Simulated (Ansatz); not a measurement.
# SiH2O (triplet): from a generated start to a stationary point

Aim: relax a generated start of SiH2O (triplet) and see which bonds hold.

Program: Ansatz 0.2.0, Gaussian basis. Level of theory: UKS PBE0/def2-TZVP. These are calculated values, not measurements.

**1. Starting geometry**

4 atoms, charge 0, spin multiplicity 3.

Atoms are counted from 1 here; the program's logs count them from 0.

Bond lengths: Si1–O2 1.550 Å, Si1–H3 1.452 Å, Si1–H4 1.452 Å. Angles: O2–Si1–H3 124.1°, O2–Si1–H4 124.1°, H3–Si1–H4 111.8°.

As a file:

```xyz
4
charge 0, multiplicity 3
Si   -0.5022   -0.0016   -0.0008
O     1.0474    0.0034    0.0016
H    -1.3204    1.1983   -0.0046
H    -1.3126   -1.2068    0.0006
```

The start was built by rule and, where that kept it together, relaxed with GFN2-xTB. Sticks and bond lists go by distance. 

**2. Relaxation**

Input file in.yaml:

```yaml
crystal:
  periodic: [false, false, false]
  atoms:
    - {symbol: Si, position_ang: [-0.502205, -0.001637, -0.000770]}
    - {symbol: O, position_ang: [1.047449, 0.003414, 0.001605]}
    - {symbol: H, position_ang: [-1.320406, 1.198255, -0.004637]}
    - {symbol: H, position_ang: [-1.312576, -1.206836, 0.000602]}
basis:
  gaussian: {orbitals: def2-TZVP}
magnetization: {spin_polarized: true, initial_magnetization: 2}
hamiltonian: {xc: pbe0}
relax: {f_tol: 0.004, max_steps: 80}
```

Run with:

```console
$ ansatz run in.yaml --threads 1 --pin off --events-out ev --progress --plain --max-ram 1740MiB
```

What does the calculation give? Wanted: energy gained; shift from the start; total energy; dipole moment; ⟨S²⟩.

**Answer**, as computed:

| quantity | value |
| --- | --- |
| steps | 5 |
| energy gained | 0.400 eV |
| shift from the start (rms) | 0.123 Å |
| total energy | -9949.1700 eV |
| dipole moment | 1.37 D |
| ⟨S²⟩ | 2.009 |

What this shows: The bonds of the start are those of the end. Si1–O2 went from 1.550 to 1.676 Å. No vibrations were run, so this is a stationary point, not a proven minimum, and this spin need not be the ground state's.
